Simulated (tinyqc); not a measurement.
Worked calculation: Pariser-Parr-Pople SCF with singles CI, for the molecule C=C1C=CC=C1 (SMILES; centres numbered as the heavy atoms are written). One step of it, computed by the program tinyqc.

Problem. Iteration 3: orbitals and new P. Diagonalise F (the basis is taken as orthonormal) and form P = 2 sum c c over the lowest orbitals.

F (eV), lower triangle:
```
           1C         2C         3C         4C         5C         6C
1C  -5.949074
2C  -4.657972  -5.652297
3C  -0.336004  -3.383996  -5.444796
4C   0.452028   0.077363  -4.589976  -5.261913
5C   0.452028   0.077363   0.142455  -3.645249  -5.261913
6C  -0.336004  -3.383996   0.764989   0.142455  -4.589976  -5.444796
```

pi electrons, sum of z_r less the charge = 6

Give: orbital energies; P after iteration 3.

Solution.

orbital energies (eV): -13.424  -10.315  -9.173  -3.069  1.347  1.619

P after iteration 3, lower triangle:
```
        1C      2C      3C      4C     5C     6C
1C   0.841
2C   0.854   0.985
3C   0.171   0.366   1.066
4C  -0.306  -0.038   0.831   1.021
5C  -0.306  -0.038  -0.069   0.457  1.021
6C   0.171   0.366  -0.370  -0.069  0.831  1.066
```
